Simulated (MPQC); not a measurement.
# CH2AlN (SMILES [CH]1=[N][AlH]1): levels of theory compared

We compute a comparison of 6 runs (HF/STO-3G, HF/3-21G, HF/def2-SVP, PBE0/cc-pVDZ, PBE0/def2-SVP, MP2/def2-SVP) of CH2AlN. 

The results are computed with MPQC 2.3.1.

2 further runs of the same task are left out: 2 set aside as unsound or not needed.

### Step 1. The system as given

CH2AlN: 5 atoms, total charge 0, spin state singlet. SMILES: `[CH]1=[N][AlH]1`. Geometry: a GFN2-xTB relaxation, a rough one for these elements and not checked as a minimum.

Bond lengths: C1–N2 1.355 Å, C1–Al3 1.919 Å, N2–Al3 1.790 Å, C1–H4 1.099 Å, Al3–H5 1.527 Å. Angles: C1–N2–Al3 73.8°, N2–C1–Al3 63.6°, C1–Al3–N2 42.7°, N2–C1–H4 113.8°, Al3–C1–H4 177.4°, C1–Al3–H5 148.7°, N2–Al3–H5 168.6°.

### Step 2. Energy and gradient at HF/STO-3G (run 1)

File input.in:

```
% CH2AlN
molecule<Molecule>: (
    symmetry = c1
    unit = angstrom
    { atoms geometry } = {
        C  [ -0.670360 -0.638600 -0.126680 ]
        N  [ 0.126560 -0.635950 0.968970 ]
        Al [ 0.650630 0.750580 -0.034850 ]
        H  [ -1.407650 -1.453830 -0.137470 ]
        H  [ 1.300820 1.977810 -0.669970 ]
    }
)
basis<GaussianBasisSet>: (
    name = "STO-3G"
    molecule = $:molecule
    basisdir = "."
    puream = yes
)
mpqc: (
    checkpoint = no
    savestate = no
    restart = no
    do_energy = yes
    do_gradient = yes
    optimize = no
    mole<CLHF>: (
        molecule = $:molecule
        basis = $:basis
        total_charge = 0
        memory = 1000000000
        print_evals = yes
        print_npa = yes
        maxiter = 120
        value_accuracy = 1e-08
        guess_wavefunction<CLHF>: (
            molecule = $:molecule
            total_charge = 0
            memory = 1000000000
            value_accuracy = 1e-3
            basis<GaussianBasisSet>: (
                name = "STO-3G"
                molecule = $:molecule
            )
        )
    )
)
```

The basis set STO-3G is read from a file made from the Basis Set Exchange's data (not shown).

Launch:

```sh
$ mpqc input.in > input.out
```

Log:

```text
MPQC: Massively Parallel Quantum Chemistry
[...]
  LUMO is    15   A =   0.336585
  total scf energy = -331.1969247681
[...]
Value of the MolecularEnergy: -331.1969247681
  Gradient of the MolecularEnergy:
      1   -0.0703402165
      2   -0.0489808787
      3   -0.0353226693
      4    0.0034464816
      5   -0.0148298160
      6    0.0230895824
      7    0.0493912321
      8    0.0440491437
      9    0.0132479542
     10    0.0049908468
     11   -0.0044178103
     12    0.0119772630
[...]
      symmetry = c1
[...]
```

Wall time 0.22 s (1 thread of Arm Neoverse V2, shared host).

### Step 3. Energy and gradient at HF/3-21G (run 2)

File run.in:

```
% emacs should use -*- KeyVal -*- mode
molecule<Molecule>: (
   symmetry = c1
   unit = angstrom
   { atoms geometry } = {
      C  [ -0.670360    -0.638600    -0.126680 ]
      N  [ 0.126560    -0.635950     0.968970 ]
      Al [ 0.650630     0.750580    -0.034850 ]
      H  [ -1.407650    -1.453830    -0.137470 ]
      H  [ 1.300820     1.977810    -0.669970 ]
   }
)
basis<GaussianBasisSet>: (
   name = "3-21G"
   molecule = $:molecule
   basisdir = "."
   puream = yes
)
mpqc: (
   checkpoint = no
   savestate = no
   restart = no
   do_energy = yes
   do_gradient = yes
   optimize = no
   mole<CLHF>: (
      molecule = $:molecule
      basis = $:basis
      total_charge = 0
      memory = 1000000000
      print_evals = yes
      print_npa = yes
      maxiter = 120
      value_accuracy = 1e-08
      guess_wavefunction<CLHF>: (
         molecule = $:molecule
         total_charge = 0
         memory = 1000000000
         value_accuracy = 1e-3
         basis<GaussianBasisSet>: (
            name = "STO-2G"
            molecule = $:molecule
         )
      )
   )
)
```

The basis set 3-21G is read from a file made from the Basis Set Exchange's data (not shown).

Launch:

```sh
$ mpqc run.in > run.out
```

Log:

```text
MPQC: Massively Parallel Quantum Chemistry
[...]
  LUMO is    15   A =   0.064944
  total scf energy = -333.4398363393
[...]
Value of the MolecularEnergy: -333.4398363393
  Gradient of the MolecularEnergy:
      1   -0.0143266629
      2    0.0134509598
      3   -0.0356851816
      4    0.0121178586
      5    0.0131112151
      6    0.0002583862
      7    0.0146016049
      8   -0.0010276927
      9    0.0212879176
     10   -0.0034503824
     11   -0.0151281929
     12    0.0135441680
[...]
      symmetry = c1
[...]
```

It took 0.78 s on 1 thread of Arm Neoverse V2, shared host.

Runs 3 to 5 aren't shown in full; the table further down has their settings and results.

### Step 4. Energy and forces at MP2/def2-SVP (run 6)

File run.in:

```
% CH2AlN
molecule<Molecule>: (
  symmetry = c1
  unit = bohr
  { atoms geometry } = {
    C  [ -1.26679680  -1.20677910  -0.23939051 ]
    N  [ 0.23916374  -1.20177133   1.83108792 ]
    Al [ 1.22951251   1.41839063  -0.06585696 ]
    H  [ -2.66007298  -2.74734053  -0.25978065 ]
    H  [ 2.45819354   3.73751923  -1.26605981 ]
  }
)
basis<GaussianBasisSet>: (
  name = "def2-SVP"
  molecule = $:molecule
  basisdir = "."
  puream = yes
)
mpqc: (
  checkpoint = no
  savestate = no
  restart = no
  do_energy = yes
  do_gradient = yes
  optimize = no
  mole<MBPT2>: (
    molecule = $:molecule
    basis = $:basis
    memory = 1000000000
    method = mp
    nfzc = 7
    reference<CLHF>: (
      molecule = $:molecule
      basis = $:basis
      total_charge = 0
      memory = 1000000000
      print_evals = yes
      maxiter = 120
      value_accuracy = 1e-08
      guess_wavefunction<CLHF>: (
        molecule = $:molecule
        total_charge = 0
        memory = 1000000000
        value_accuracy = 1e-3
        basis<GaussianBasisSet>: (
          name = "MINI (Huzinaga)"
          molecule = $:molecule
        )
      )
    )
  )
)
```

The basis set def2-SVP is read from a file made from the Basis Set Exchange's data (not shown).

Launch:

```sh
$ mpqc -o run.out run.in
```

Log:

```text
MPQC: Massively Parallel Quantum Chemistry
[...]
  LUMO is    15   A =   0.065552
  total scf energy = -335.1530618579
[...]
  MP2 correlation energy [au]:         -0.348801742362
  MP2 energy [au]:                   -335.501863600248
[...]
Value of the MolecularEnergy: -335.5018636002
  Gradient of the MolecularEnergy:
      1   -0.0339743447
      2   -0.0137566638
      3   -0.0292321516
      4    0.0113871013
      5    0.0130813537
      6   -0.0006739879
      7    0.0233953226
      8    0.0091945926
      9    0.0207208326
     10    0.0062363578
     11   -0.0011953501
     12    0.0098048840
[...]
        symmetry = c1
[...]
```

Run time: 8.7 s. Hardware: 1 thread of Arm Neoverse V2, shared host; peak memory 0.28 GiB.

### Step 5. Overview of the runs

| run | level | starting guess | integration grid | energy (Eh) | HOMO energy (eV) | LUMO energy (eV) | HOMO–LUMO gap (eV) | wall time |
| --- | --- | --- | --- | --- | --- | --- | --- | --- |
| 1 | HF/STO-3G | STO-3G | – | -331.196925 | -4.72 | 9.16 | 13.88 | 0.22 s |
| 2 | HF/3-21G | STO-2G | – | -333.439836 | -8.47 | 1.77 | 10.24 | 0.78 s |
| 3 | HF/def2-SVP | huckel STO-3G | – | -335.153062 | -8.58 | 1.78 | 10.36 | 4.5 s |
| 4 | PBE0/cc-pVDZ | STO-2G | xfine | -336.168507 | -5.55 | -1.08 | 4.47 | 32 s |
| 5 | PBE0/def2-SVP | STO-3G | xfine | -336.018407 | -5.58 | -1.06 | 4.52 | 21 s |
| 6 | MP2/def2-SVP | MINI (Huzinaga) | – | -335.501864 | -8.58 | 1.78 | 10.36 | 8.7 s |

### Step 6. Summary of results

```
                                          quantity          value
                               run 6: total energy  -335.50186 Eh
        run 6: HOMO energy (Hartree–Fock orbitals)       -8.58 eV
        run 6: LUMO energy (Hartree–Fock orbitals)        1.78 eV
      run 6: HOMO–LUMO gap (Hartree–Fock orbitals)       10.36 eV
run 6: correlation energy (7 core orbitals frozen)     -348.8 mEh
                   run 6: largest force on an atom     2.411 eV/Å
```

What this shows: Over runs 1, 2, 3, 4, 5 the HOMO–LUMO gap runs from 4.47 eV (PBE0/cc-pVDZ) to 13.88 eV (HF/STO-3G). The two ends differ in method and basis. In run 1 the basis is minimal, so the values are rough. All runs together took 66 s, the longest 32 s.
